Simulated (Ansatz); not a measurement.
AlF₂H (`[F][AlH][F]`). Total charge 0; spin multiplicity 1.

Z-matrix (Å, degrees):
```
Al
F 1 1.639
F 1 1.639 2 118.0
H 1 1.559 2 121.0 3 -180.0
```

**Question.** What are the harmonic wavenumbers in cm⁻¹ at PBE0-D4/def2-TZVP (Ansatz, finite differences of forces, unscaled)? (An estimate is asked.)

**Answer.** The calculation gave: 261, 491, 651, 783, 932, 2034.

**Question.** Is this a minimum?

**Answer.** Yes, all 6 modes are real.

**Question.** Give the ideal-gas thermochemistry at 298.15 K and 1 bar (rigid rotor, harmonic oscillator; point group C2v, symmetry number 2).

**Answer.** Zero-point energy 30.8 kJ/mol; H(298) − E = 43.3 kJ/mol; entropy 264.7 J/(mol·K), of which translation 161.1, rotation 90.8, vibration 12.8; G(298) − E = -35.6 kJ/mol.

**Question.** Rotational constants (cm⁻¹)?

**Answer.** 1.092, 0.2249, 0.1865.
